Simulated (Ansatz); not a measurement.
## C3H2NO2 (charge -1), SMILES N#CCC(=O)[O-]: harmonic frequencies at the relaxed geometry, step by step

Computed with Ansatz 0.2.0, Python API.

The cells in order, each with its output:

**Cell 1**
```python
import warnings

import ansatz as az
import numpy as np
from rdkit import Chem
from rdkit.Chem import AllChem
```

**Cell 2**
```python
warnings.simplefilter("ignore", az.DeckWarning)

rd = Chem.AddHs(Chem.MolFromSmiles("N#CCC(=O)[O-]"))
AllChem.EmbedMolecule(rd, randomSeed=480)
AllChem.UFFOptimizeMolecule(rd)
c3h2no2 = az.Crystal.molecule()
for atom, xyz in zip(rd.GetAtoms(), rd.GetConformer().GetPositions()):
    c3h2no2 = c3h2no2.atom(atom.GetSymbol(), xyz.round(5).tolist())
```

**Cell 3**
```python
calculation = (
    c3h2no2.calculation()
    .basis(gaussian="def2-SVP")
    .functional("cam_b3lyp")
    .charge(-1)
)
symbols = [site.symbol for site in c3h2no2.cartesian_sites]
start = np.array([site.position_ang for site in c3h2no2.cartesian_sites], dtype=float)
rep = calculation.relax(force_tolerance=0.003, max_steps=100).run(threads=1, backend="cpu").report
end = np.array(rep["positions_ang"])

print("final positions (A) and the move of each atom")
for symbol, xyz, old in zip(symbols, end, start):
    print(f"{symbol:2s} {xyz[0]:10.5f} {xyz[1]:10.5f} {xyz[2]:10.5f}   {np.linalg.norm(xyz - old):7.4f}")
```
Output:
```text
final positions (A) and the move of each atom
N     2.08807   -0.52621   -1.41920    0.6446
C     1.24562   -0.41671   -0.63492    0.2820
C     0.20091   -0.29713    0.37043    0.1948
C    -1.06050    0.62276   -0.01063    0.1437
O    -1.88848    0.65681    0.90810    1.3435
O    -1.02968    1.14846   -1.12536    1.1152
H    -0.18751   -1.29729    0.61388    0.5624
H     0.63158    0.10930    1.29769    0.6169
```

**Cell 4**
```python
minimum = az.Crystal.molecule()
for symbol, place in zip(symbols, end):
    minimum = minimum.atom(symbol, place.tolist())
vibrating = (
    minimum.calculation()
    .basis(gaussian="def2-SVP")
    .functional("cam_b3lyp")
    .charge(-1)
    .phonons(temperatures=(298.15, 498.15, 100))
)
vib = vibrating.run(threads=1, backend="cpu").report["vibrations"]
sums = vib["harmonic_sums"]
modes = [m["omega_inv_cm"] for m in sums["modes_at_gamma"] if m["rigid_motion"] == "no"]
print("frequencies (1/cm):", " ".join(f"{w:.0f}" for w in modes))
print("imaginary modes:", sum(w < 0 for w in modes), " zero-point energy:", round(sums["zero_point_energy_ev"], 4), "eV")
print("T (K)   F_vib (eV)   S_vib (meV/K)   C_vib (meV/K)")
for row in zip(sums["temperatures_k"], sums["vibrational_free_energy_ev"], vib["entropy_ev_per_k"], vib["heat_capacity_ev_per_k"]):
    print(f"{row[0]:6.1f} {row[1]:11.4f} {1000 * row[2]:13.4f} {1000 * row[3]:15.4f}")
```
Output:
```text
frequencies (1/cm): 24 162 380 389 466 568 716 848 936 984 1168 1191 1384 1418 1873 2402 3083 3137
imaginary modes: 0  zero-point energy: 1.3098 eV
T (K)   F_vib (eV)   S_vib (meV/K)   C_vib (meV/K)
 298.1      1.2214        0.5615          0.5291
 398.1      1.1565        0.7370          0.6876
 498.1      1.0743        0.9056          0.8179
```

The frequencies are harmonic and unscaled, in a modest basis. The result belongs to the one conformer reached from this start, and soft torsions count as harmonic oscillators. Anions want diffuse functions, which this basis lacks. Hardware and time: 5.1 min on 1 thread of Arm Neoverse V1, with other jobs on the host, peak memory 0.35 GiB.
